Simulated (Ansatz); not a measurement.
For SiC (P6₃mc, No. 186), r²SCAN in Ansatz (PAW) gives:

```
Quantity                                Result
------------------------------  --------------
equilibrium lattice constant a         3.078 Å
lattice parameter c                   15.107 Å
cohesive energy                   6.44 eV/atom
band gap at the measured cell          2.39 eV
enthalpy of formation           -0.300 eV/atom
```

Task: What does PBE0 in Ansatz (PAW) give for the same quantities?

Result: 
- lattice constant a: 3.073 Å (drops by 0.2 %)
- lattice parameter c: 15.075 Å (shrinks by 0.2 %)
- cohesive energy: 6.41 eV/atom (drops by 0.03 eV/atom)
- band gap at the measured cell: 3.65 eV (increases by 1.26 eV)
- formation enthalpy: -0.284 eV/atom (moves by +0.016 eV/atom)

Changes are worked out from the printed values.

Unless a cell is named, each level is at its own relaxed cell (r²SCAN 10.33, PBE0 10.27 Å³/atom).

Density-functional gaps are differences of (generalised) Kohn–Sham levels.

Caveats: the relaxation could not lower the start's symmetry, so the cell can be a saddle point above a distorted one (r²SCAN, PBE0). Ansatz's density-functional and Hartree–Fock values are scalar-relativistic unless marked +SOC, with PAW data made under PBE.

Ansatz is an electronic-structure program.
